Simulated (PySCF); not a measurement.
Rock-salt NaCl: correlation energy from several methods in one and the same small orbital space (PySCF; 2 atoms at the zone centre, 8 electrons in 16 orbitals, empty ones MP2 natural orbitals of a TZ basis, lattice constant set to 5.6401 Å). It tests the methods against each other and lies far from the crystal's limit.

Full CI gives -2.3425 eV per atom.

Task: What share of it do MP2, CCSD, CCSD(T), CCSDT, CCSDT(Q), CCSDTQ recover?

Result: MP2 83.1 %; CCSD 98.4 %; CCSD(T) 99.7 %; CCSDT 99.8 %; CCSDT(Q) 100.0 %; CCSDTQ 100.0 %.

```
method    E_corr (eV per atom)  share of full CI (%)  error (meV)
--------  --------------------  --------------------  -----------
MP2                    -1.9471                  83.1          395
CCSD                   -2.3047                  98.4           38
CCSD(T)                -2.3346                  99.7            8
CCSDT                  -2.3385                  99.8            4
CCSDT(Q)               -2.3419                 100.0            1
CCSDTQ                 -2.3423                 100.0            0
full CI                -2.3425                 100.0            0
```

The Hartree–Fock determinant has a weight of 0.93 in the full CI state.

MP2, (T) and (Q) use filled levels shifted down by the Madelung term, which in so small a cell is a large part of the gap, so these rows hang on it.
